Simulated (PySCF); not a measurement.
# Threshold energies of ClF in a plasma

r²SCAN in PySCF with def2-TZVPPD on every atom, for the lowest determinant that a PBE0 search found; no spin–orbit coupling.

```csv
species,state (unpaired electrons),Re (Å),ωe (cm⁻¹),energy of the minimum from the neutral (eV),De (eV),dissociates to
ClF,singlet (closed shell),1.635,793,0.00,2.69,Cl + F
ClF⁺,doublet (π ↑),1.541,938,12.43,3.27,Cl⁺ + F
ClF⁻,doublet (σ ↑),2.266,284,-2.65,1.72,Cl⁻ + F
```

Q: Work out the lowest energy to break ClF into atoms, from its vibrational ground state.

A: D0 = De − ωe/2 = 2.69 − 0.05 = 2.64 eV (r²SCAN/def2-TZVPPD).

Q: Work out the ionisation energy of the Cl atom at this level and the threshold of dissociative ionisation.

A: IE(Cl) = 12.43 + 3.27 − 2.69 = 13.01 eV, so Cl⁺ + F + e⁻ appears at D0 + IE(Cl) = 15.65 eV (r²SCAN/def2-TZVPPD). The measured IE(Cl) is 12.968 eV (NIST ASD).

Q: Work out the electron affinity of the Cl atom and the threshold of dissociative attachment.

A: EA(Cl) = 2.69 − 1.72 − (-2.65) = 3.62 eV, so Cl⁻ + F needs D0 − EA(Cl) = -0.98 eV (negative: it is exothermic at zero electron energy) (r²SCAN/def2-TZVPPD). The measured EA(Cl) is 3.613 eV.

These are thermodynamic thresholds; the onsets seen under electron impact lie higher where the geometry changes, and cross-sections peak well above them.

For an ion De counts to the pair picked by the measured ionisation energies or electron affinities, which need not be the lowest pair at this level. States were picked by a PBE0 search and need not be the measured ground states.
